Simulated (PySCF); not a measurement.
Gas-phase reaction: BCl₃ + 2 H₂BNH₂ = BCl₃.NH₃ + BH₃ + HBNH

Computed with PySCF and rigid-rotor harmonic-oscillator thermochemistry at 1 bar. † marks an energy on the PBE0/def2-TZVP geometry and frequencies; other levels use their own. MP2 freezes the core. 6-31G* has spherical d functions here. All species are closed-shell singlets. B3LYP is the form with VWN-RPA correlation. Adducts (BCl₃.NH₃) have no counterpoise correction, and HF, PBE, BLYP, B3LYP and PBE0 lack dispersion. H₂BNH₂, BCl₃.NH₃, HBNH: computed as isolated molecules; such fragments, hydroxides, amides, oligomers or adducts are transient or little studied in the gas. MP2 isn't extrapolated to the basis-set limit; its ΔH°(298 K) is 172.7 kJ in def2-SVP and 166.3 kJ in def2-TZVPP. The harmonic model lacks anharmonicity and excited electronic states, which grow with temperature; levels with a mode under 35 cm⁻¹ are left out. Internal rotation in BCl₃.NH₃ is treated as a harmonic vibration of one conformer, which makes the entropy rough.

```json
[
 {"level": "B3LYP/def2-TZVP†", "ΔE electronic, kJ": "205", "ΔH°(298 K), kJ": "199", "ΔS°(298 K), J/K": "-17", "ΔG°(1800 K), kJ": "206"},
 {"level": "HF/6-31G*", "ΔE electronic, kJ": "189", "ΔH°(298 K), kJ": "186", "ΔS°(298 K), J/K": "-22", "ΔG°(1800 K), kJ": "206"},
 {"level": "MP2/def2-TZVPP†", "ΔE electronic, kJ": "172", "ΔH°(298 K), kJ": "166", "ΔS°(298 K), J/K": "-17", "ΔG°(1800 K), kJ": "174"},
 {"level": "PBE/def2-TZVP†", "ΔE electronic, kJ": "207", "ΔH°(298 K), kJ": "201", "ΔS°(298 K), J/K": "-17", "ΔG°(1800 K), kJ": "208"},
 {"level": "PBE0/def2-QZVP†", "ΔE electronic, kJ": "202", "ΔH°(298 K), kJ": "196", "ΔS°(298 K), J/K": "-17", "ΔG°(1800 K), kJ": "204"},
 {"level": "LDA/def2-TZVP†", "ΔE electronic, kJ": "206", "ΔH°(298 K), kJ": "200", "ΔS°(298 K), J/K": "-17", "ΔG°(1800 K), kJ": "207"},
 {"level": "ωB97M-V/def2-TZVP†", "ΔE electronic, kJ": "185", "ΔH°(298 K), kJ": "179", "ΔS°(298 K), J/K": "-17", "ΔG°(1800 K), kJ": "187"}
]
```
ΔH° is lowest at MP2/def2-TZVPP† and highest at PBE/def2-TZVP†. No reference value is set beside these.
